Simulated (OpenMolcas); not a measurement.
**PH2 (SMILES [PH2]): a chain of runs**

We compute the energy (ROHF/ANO-L-MB), then the excited states (CASSCF(9,7)/ANO-L-VTZP), then the excited states (CASPT2(9,7)/ANO-L-VTZP) of PH2. 

The calculation is run with OpenMolcas 26.06.

## Step 1: Starting point

The species is PH2 (3 atoms), meant as a doublet with charge 0. As SMILES, `[PH2]`. Geometry: relaxed at GFN2-xTB.

Bond lengths: P1–H2 1.392 Å, P1–H3 1.392 Å. Angles: H2–P1–H3 91.4°.

## Step 2: The energy at ROHF/ANO-L-MB (run 1)

input.xyz

```xyz
3

P      0.514470    -0.302750     0.252680
H      0.111510     1.027360     0.172420
H     -0.625980    -0.724620    -0.425100
```

step1.input

```
* H2P Hartree-Fock
>>> EXPORT MOLCAS_PRINT=2

&GATEWAY
  Coord = input.xyz
  Basis = ANO-L-MB
  Group = NoSym

&SEWARD

&SCF
  UHF
  Spin = 2
  PrOrbitals = 1 1

&RASSCF
  FileOrb = $Project.UnaOrb
  Spin = 2
  Nactel = 1 0 0
  Inactive = 8
  Ras2 = 1
  OutOrbitals = Canonical
  OrbListing = Nothing
```

The run is started by

```sh
$ export MOLCAS_MEM=1860
$ pymolcas step1.input > step1.log
```

Output:

```text
--- Start Module: gateway ---
[...]
--- Stop Module: gateway /rc=_RC_ALL_IS_WELL_ ---
[...]
      Basis functions           11
[...]
--- Start Module: scf ---
[...]
       Convergence after   8 Iterations
[...]
::    Total SCF energy                               -341.7971794122
[...]
      Total spin, S                                     0.5024998889
[...]
--- Stop Module: scf /rc=_RC_ALL_IS_WELL_ ---
--- Start Module: rasscf ---
[...]
      Number of active orbitals                  1
[...]
      Spin quantum number                      0.5
[...]
      Active orbitals                            1
[...]
      Number of CSFs                             1
[...]
      Number of root(s) required                 1
[...]
      Convergence after  5 iterations
[...]
      printout of CI-coefficients larger than  0.05 for root  1
      energy=    -341.796050
      conf/sym  1     Coeff  Weight
             1  u   1.00000 1.00000
      Natural orbitals and occupation numbers for root  1
      sym 1:   1.000000
      ************************************************************************************************************************
      *                                                    Final results                                                     *
[...]
::    RASSCF root number  1 Total energy:   -341.79605041
[...]
      Total electronic charge=   17.000000
      Total            charge=   -0.000000
[...]
      Dipole Moment (debye):
      Origin of the operator (angstrom)=    0.4673   -0.2750    0.2295
                   X= -8.0594E-01               Y=  4.7426E-01               Z= -3.9584E-01           Total=  1.0155E+00
      Quadrupole Moment (debye*angstrom):
[...]
--- Stop Module: rasscf /rc=_RC_ALL_IS_WELL_ ---
[...]
```

Run time: 3.3 s. Hardware: 1 thread of Intel Xeon Platinum 8259CL at 2.50GHz (Skylake/Cascade Lake), shared host; peak memory 0.37 GiB.

## Step 3: The excited states at CASSCF(9,7)/ANO-L-VTZP (RICD fitting, 3 states averaged) (run 2)

input.xyz is that of step 2.

step2.input

```
* H2P CASSCF
>>> EXPORT MOLCAS_PRINT=2

&GATEWAY
  Coord
  input.xyz
  Basis
  ANO-L-MB
  Group
  NoSym

&SEWARD

&RASSCF
  FileOrb
  $CurrDir/step1.RasOrb
  Spin
  2
  Nactel
  9 0 0
  Inactive
  4
  Ras2
  7
  CIRoot
  3 3 1
  OrbListing
  Nothing
>>> COPY $Project.RunFile RUNFIL1
>>> COPY $Project.RasOrb INPORB

&GATEWAY
  Coord
  input.xyz
  Basis
  ANO-L-VTZP
  Group
  NoSym
  RICD

&SEWARD
>>> COPY $Project.RunFile RUNFIL2

&EXPBAS

&RASSCF
  FileOrb
  $Project.ExpOrb
  Spin
  2
  Nactel
  9 0 0
  Inactive
  4
  Ras2
  7
  CIRoot
  3 3 1
  OrbListing
  Nothing
```

The run is started by

```sh
$ export MOLCAS_MEM=1860
$ pymolcas step2.input > step2.log
```

Output:

```text
--- Start Module: gateway ---
[...]
      Basis functions           11
[...]
      Number of active orbitals                  7
[...]
      Spin quantum number                      0.5
[...]
      Active orbitals                            7
[...]
      Number of CSFs                           490
[...]
      Number of root(s) required                 3
[...]
      Convergence after  5 iterations
[...]
      printout of CI-coefficients larger than  0.05 for root  1
      energy=    -341.831363
      conf/sym  1111111     Coeff  Weight
             1  2222u00  -0.98267 0.96564
            14  22u2du0   0.05303 0.00281
            41  2220u20  -0.06363 0.00405
            53  22uduud   0.07409 0.00549
            73  2202u20  -0.07949 0.00632
            78  2202u02  -0.05372 0.00289
[...]
      Natural orbitals and occupation numbers for root  1
      sym 1:   1.999993   1.994946   1.968323   1.976204   1.000006   0.034863   0.025665
      Natural orbitals and occupation numbers for root  2
      sym 1:   1.999999   1.983580   1.961964   1.005140   1.998036   0.028213   0.023069
      Natural orbitals and occupation numbers for root  3
      sym 1:   1.999999   1.985510   1.017004   1.943551   1.983611   0.038234   0.032092
      ************************************************************************************************************************
      *                                                    Final results                                                     *
[...]
::    RASSCF root number  1 Total energy:   -341.83136332
::    RASSCF root number  2 Total energy:   -341.73336631
::    RASSCF root number  3 Total energy:   -341.61742476
[...]
      Basis functions           62
[...]
--- Start Module: expbas ---
[...]
      Convergence after 16 iterations
[...]
      Natural orbitals and occupation numbers for root  1
      sym 1:   1.999991   1.991761   1.974618   1.977664   1.000006   0.033122   0.022839
      Natural orbitals and occupation numbers for root  2
      sym 1:   1.999999   1.984090   1.964940   1.007001   1.993783   0.026779   0.023408
      Natural orbitals and occupation numbers for root  3
      sym 1:   1.999998   1.983373   1.019990   1.944991   1.980167   0.041552   0.029930
      ************************************************************************************************************************
      *                                                    Final results                                                     *
[...]
::    RASSCF root number  1 Total energy:   -341.91585818
::    RASSCF root number  2 Total energy:   -341.80454845
::    RASSCF root number  3 Total energy:   -341.70996239
[...]
```

Wall time 11 s (1 thread of Intel Xeon Platinum 8259CL at 2.50GHz (Skylake/Cascade Lake), shared host); peak memory 0.37 GiB.

The roots found:

| excited state | energy (eV) |
| --- | --- |
| 1 | 3.029 |
| 2 | 5.603 |

## Step 4: The excited states at CASPT2(9,7)/ANO-L-VTZP (RICD fitting, ipea shift 0.25 Eh, pt2 variant MS, 3 states averaged) (run 3)

input.xyz is that of step 3.

step3.input

```
* H2P CASPT2
&GATEWAY
Coord=input.xyz
Basis=ANO-L-VTZP
Group=NoSym
RICD
&SEWARD
&RASSCF
FileOrb=$CurrDir/step2.RasOrb
Spin=2
Nactel=9 0 0
Inactive=4
Ras2=7
CIRoot=3 3 1
OrbListing=Nothing
&CASPT2
Multistate=all
Imaginary=0.2
&RASSI
NrOfJobIphs=1 all
IphNames
JOBMIX
EJob
```

The run is started by

```sh
$ export MOLCAS_MEM=1860
$ pymolcas step3.input > step3.log
```

Output:

```text
--- Start Module: gateway ---
[...]
--- Stop Module: gateway /rc=_RC_ALL_IS_WELL_ ---
[...]
      Basis functions           62
[...]
      Number of active orbitals                  7
[...]
      Spin quantum number                      0.5
[...]
      Active orbitals                            7
[...]
      Number of CSFs                           490
[...]
      Number of root(s) required                 3
[...]
      Convergence after  4 iterations
[...]
      printout of CI-coefficients larger than  0.05 for root  1
      energy=    -341.915858
      conf/sym  1111111     Coeff  Weight
             1  2222u00   0.98387 0.96800
            26  2u22d0u   0.05588 0.00312
            41  2220u20   0.07445 0.00554
            53  22uduud  -0.06766 0.00458
            73  2202u20   0.07134 0.00509
[...]
      Natural orbitals and occupation numbers for root  1
      sym 1:   1.999991   1.991761   1.974616   1.977665   1.000006   0.033121   0.022839
      Natural orbitals and occupation numbers for root  2
      sym 1:   1.999999   1.984090   1.964939   1.007001   1.993783   0.026780   0.023407
      Natural orbitals and occupation numbers for root  3
      sym 1:   1.999998   1.983374   1.019992   1.944991   1.980163   0.041552   0.029930
      ************************************************************************************************************************
      *                                                    Final results                                                     *
[...]
::    RASSCF root number  1 Total energy:   -341.91585823
::    RASSCF root number  2 Total energy:   -341.80454851
[...]
      Total electronic charge=   17.000000
      Total            charge=   -0.000000
[...]
      Dipole Moment (debye):
      Origin of the operator (angstrom)=    0.4673   -0.2750    0.2295
                   X= -1.7345E+00               Y=  1.0207E+00               Z= -8.5188E-01           Total=  2.1854E+00
      Quadrupole Moment (debye*angstrom):
[...]
--- Start Module: caspt2 ---
[...]
::    MS-CASPT2 Root  3     Total energy:   -341.83611998
[...]
--- Start Module: rassi ---
[...]
::    RASSI State    1     Total energy:    -342.03666395450682
::    RASSI State    2     Total energy:    -341.93307802227650
::    RASSI State    3     Total energy:    -341.83611998346294
[...]
  SPIN-FREE ENERGIES:
  (Shifted by EMIN (a.u.) =       -342.0366639545)
 SF State       Relative EMIN(au)   Rel lowest level(eV)    D:o, cm**(-1)
     1             0.0000000000        0.0000000000              0.0000
     2             0.1035859322        2.8187168116          22734.4843
     3             0.2005439710        5.4570794554          44014.3141
[...]
```

It took 7.8 s on 1 thread of Intel Xeon Platinum 8259CL at 2.50GHz (Skylake/Cascade Lake), shared host; peak memory 0.085 GiB.

The roots found:

```
excited state  energy (eV)  strength
            1        2.819    0.0151
            2        5.457    0.0000
```

## Step 5: Outcome

```
                                                                        quantity          value
                                              run 1, ROHF/ANO-L-MB: total energy  -341.79605 Eh
                                             run 1, ROHF/ANO-L-MB: dipole moment         1.02 D
                  run 2, CASSCF(9,7)/ANO-L-VTZP: energy of the lowest of 3 roots  -341.91586 Eh
                   run 2, CASSCF(9,7)/ANO-L-VTZP: dipole moment (CASSCF density)         0.71 D
run 2, CASSCF(9,7)/ANO-L-VTZP: lowest excitation energy within this active space        3.03 eV
                  run 3, CASPT2(9,7)/ANO-L-VTZP: energy of the lowest of 3 roots  -342.03666 Eh
                   run 3, CASPT2(9,7)/ANO-L-VTZP: dipole moment (CASSCF density)         0.71 D
run 3, CASPT2(9,7)/ANO-L-VTZP: lowest excitation energy within this active space        2.82 eV
```

In words: The orbitals (run 2, CASSCF(9,7)/ANO-L-VTZP) are averaged over several states, so each root lies above its own optimum (it can stand above Hartree-Fock), and forces and dipoles share that bias. The orbitals (run 3, CASPT2(9,7)/ANO-L-VTZP) are averaged over several states, so each root lies above its own optimum (it can stand above Hartree-Fock), and forces and dipoles share that bias. The brightest of the 2 transitions from the ground state lies at 2.82 eV (440 nm, f = 0.015).
